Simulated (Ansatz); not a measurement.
A calculation with Ansatz (development build ahead of 0.2.0).

```yaml
crystal:
  periodic: [false, false, false]
  atoms:
    - { symbol: "N", position_ang: [0.0, 0.0, -0.3148] }
    - { symbol: O, position_ang: [0.0, 1.09292, 0.13772] }
    - { symbol: O, position_ang: [0.0, -1.09292, 0.13772] }
basis:
  gaussian: { orbitals: def2-TZVP }
magnetization:
  spin_polarized: true
  initial_magnetization: 1
hamiltonian:
  xc: hf
correlation:
  method: mp2
  frozen_orbitals: { "N": 1, O: 1 }
```

The input is written out in the form of the current development build from the run's settings.

The run gave:

- Converged: yes
- Reference energy: -204.12278 hartree
- Correlation energy: -0.66314 hartree
- Total energy: -204.78592 hartree
- Spin squared of the determinant: 0.769
